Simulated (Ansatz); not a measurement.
`C/C(F)=C(\C)F`. Total charge 0; spin multiplicity 1. The geometry is a stationary point of PBE0-D4/def2-TZVP. It is a higher conformer; a search finds a lower one.

```xyz
12

C     0.829   -1.277   -0.642
C    -0.285   -0.898    0.254
F    -0.910   -1.963    0.788
C    -0.721    0.314    0.578
C    -0.217    1.632    0.136
F    -1.763    0.410    1.423
H     1.326   -0.404   -1.061
H     0.458   -1.894   -1.465
H     1.569   -1.867   -0.094
H     0.105    2.222    0.999
H    -1.012    2.190   -0.367
H     0.623    1.535   -0.549
```

What is the dipole moment at r2SCAN/def2-TZVPP? (Estimate.)

The calculation gave: 2.92 D, with components (2.05, 1.19, -1.70) D in this frame, pointing from negative to positive charge.

And with PBE, B3LYP, ωB97M-V? (Estimate.)

The calculation gave: PBE 2.77 D, B3LYP 3.00 D, ωB97M-V 3.00 D.

Give the Mulliken charges with r2SCAN, ωB97M-V, B3LYP in def2-TZVPP. (An estimate is asked.)

Computed: 
```
atom  r2SCAN  ωB97M-V  B3LYP
  C1   -0.13    -0.29  -0.24
  C2    0.17     0.16   0.18
  F3   -0.21    -0.20  -0.21
  C4    0.17     0.16   0.18
  C5   -0.13    -0.29  -0.24
  F6   -0.21    -0.20  -0.21
  H7    0.05     0.09   0.08
  H8    0.06     0.12   0.10
  H9    0.06     0.12   0.10
 H10    0.06     0.12   0.10
 H11    0.06     0.12   0.10
 H12    0.05     0.09   0.08
```

B3LYP here is the variant with VWN-RPA as its local correlation; programs differ in this.
